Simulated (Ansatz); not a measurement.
We consider antifluorite Mg2Sn, described by HSE06 in Ansatz (PAW).

Numerical settings: plane-wave cutoff 460 eV, 6×6×6 k mesh, Fermi–Dirac smearing 0.01 eV, scalar-relativistic PAW data made under PBE.

The cell has the measured lattice: a = b = c = 6.766 Å, α = β = γ = 90.00°.

Q: Estimate the band gap and smallest direct gap on the k points sampled that the calculation returns.

A: 
* **band gap**: 0.19 eV (on the SCF k mesh)
* **smallest direct gap on the k points sampled**: 2.03 eV

Measured, for comparison: band gap 0.36 eV (temperature not stated, not corrected to a static lattice, indirect, Γ–X; as tabulated in Ryu et al. (2019), arXiv:1905.06140).

Note: cell and atoms aren't relaxed at this level.

Spin–orbit coupling is not included.

The computed numbers hold no vibrational or temperature effects.

Ansatz is a quantum-chemistry and plane-wave program.
